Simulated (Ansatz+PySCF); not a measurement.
A calculation with Ansatz (development build ahead of 0.2.0).

```yaml
crystal:
  periodic: [false, false, false]
  atoms:
    - { symbol: "N", position_ang: [0.0, 0.0, 0.0] }
    - { symbol: H, position_ang: [0.54692, 0.54692, 0.54692] }
    - { symbol: H, position_ang: [0.54692, -0.54692, -0.54692] }
    - { symbol: H, position_ang: [-0.54692, 0.54692, -0.54692] }
    - { symbol: H, position_ang: [-0.54692, -0.54692, 0.54692] }
basis:
  gaussian: { orbitals: def2-SVP }
total_charge: 1
hamiltonian:
  xc: hf
correlation:
  method: mp2
  frozen_orbitals: { H: 0, "N": 1 }
scf:
  omitted_lower_state_checks: [stability, starts, atomic_configurations, cluster_reference, orbital_swaps, given_window_search, neighbouring_geometries, increment]
```

The input is written out in the form of the current development build from the run's settings.

The run gave:

- Converged: yes
- Reference energy: -56.47970 hartree
- Correlation energy: -0.18089 hartree
- Total energy: -56.66059 hartree
- Spin squared of the determinant: 0.000
- Occupied orbitals by symmetry in an Abelian subgroup (alpha; beta): 3 A1 1 B1 1 B2; 3 A1 1 B1 1 B2

Messages of the program:
```
mean field -1536.89083129 eV, -56.4796963080 hartree, gradient 5.8e-6 eV, S^2 0.000000; 0 other ends of a descent, 0 dependent functions left out
```
